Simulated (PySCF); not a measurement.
# Computed NMR parameters against published values

Molfile (atoms numbered from 1):
```
C4H4
     RDKit          3D

  8  7  0  0  0  0  0  0  0  0999 V2000
    2.0136    0.3268   -0.5192 C   0  0  0  0  0  0  0  0  0  0  0  0
    0.8412    0.3636   -0.2616 C   0  0  0  0  0  0  0  0  0  0  0  0
   -0.5368    0.4233    0.0358 C   0  0  0  0  0  0  0  0  0  0  0  0
   -1.2508   -0.6341    0.4030 C   0  0  0  0  0  0  0  0  0  0  0  0
    3.0376    0.2933   -0.7446 H   0  0  0  0  0  0  0  0  0  0  0  0
   -0.9879    1.4042   -0.0551 H   0  0  0  0  0  0  0  0  0  0  0  0
   -2.3022   -0.5567    0.6216 H   0  0  0  0  0  0  0  0  0  0  0  0
   -0.8056   -1.6109    0.4955 H   0  0  0  0  0  0  0  0  0  0  0  0
  1  2  3  0
  2  3  1  0
  3  4  2  0
  1  5  1  0
  3  6  1  0
  4  7  1  0
  4  8  1  0
M  END
```

Published estimates (parent shift plus substituent increments) and measurements: δ 13C C4 129.2; C3 117.3 ppm (estimated from measurements, as parent shift plus tabulated substituent increment; solution, not stated per compound (mostly CDCl3 or CCl4); Pretsch, Buehlmann, Badertscher, Structure Determination of Organic Compounds, 4th ed. (2009)).
δ 13C C2 82.8; C1 80.0 ppm (measured; solution, not stated per compound (mostly CDCl3 or CCl4); Pretsch, Buehlmann, Badertscher, Structure Determination of Organic Compounds, 4th ed. (2009)). Coupling constants: 1J(C1,H5) 251.7 Hz.

Theoretical values (PySCF 2.14): GFN2-xTB geometry, GIAO PBE0/pcSseg-1 shieldings, B3LYP/pcJ-1 coupling constants. No relativistic terms, isolated molecule, a single conformation.

(1) How close does the calculation come?

(2) How far are the unscaled 13C shifts from the references?

Answers

(1) 
Reference values: estimated from measurements, as parent shift plus tabulated substituent increment (solution, not stated per compound (mostly CDCl3 or CCl4); Pretsch, Buehlmann, Badertscher, Structure Determination of Organic Compounds, 4th ed. (2009)).
```csv
atoms,quantity,reference,computed,"computed, scaled"
C4,δ 13C,129.2,138.4,132.7
C3,δ 13C,117.3,124.4,119.1
```

Reference values: measured (solution, not stated per compound (mostly CDCl3 or CCl4); Pretsch, Buehlmann, Badertscher, Structure Determination of Organic Compounds, 4th ed. (2009)).
| atoms | quantity | reference | computed | computed, scaled |
| --- | --- | --- | --- | --- |
| C2 | δ 13C | 82.8 | 87.1 | 82.7 |
| C1 | δ 13C | 80.0 | 89.2 | 84.8 |

Computed shifts are σ(ref) − σ with the named reference compound (TMS for H and C) calculated as an isolated molecule at the same level. The measured values may be among those fitted. Expected solution values come from regression of measured δ (H and C: mostly CDCl3, vs TMS) on computed σ: 13C (scatter 2.1 ppm rms, 2.3 ppm with the 13 outliers that the fit left out). A few per cent of atoms miss by over 2 rms, more outside the fitted compound classes.

Coupling constants in Hz:
| coupling | reference | computed | source |
| --- | --- | --- | --- |
| 1J(C1,H5) | 251.7 | 266.2 | measured; liquid or solution (compiled); San Fabian, Garcia de la Vega, Suardiaz et al., Magn. Reson. Chem. 2013, 51, 775 (SI) |

(2) Mean signed difference +7.45 ppm, mean absolute 7.45 ppm over 4 comparisons; the largest is +9.2 ppm at C4 (terminal =CH2 carbon).
